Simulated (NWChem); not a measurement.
disulfur (S2, triplet); SMILES S=S

Results from NWChem. Spin-unrestricted. No stability test was run on the SCF state. The level has its own optimisation; frequencies are unscaled.

Task: Estimate the computed values for PBE0/def2-SVP. Quantities: r S–S (Å); highest harmonic frequency (cm⁻¹); zero-point energy (kcal/mol).

Result: 
```json
{
  "r S–S (Å)": "1.904",
  "highest harmonic frequency (cm⁻¹)": "747",
  "zero-point energy (kcal/mol)": "1.1"
}
```
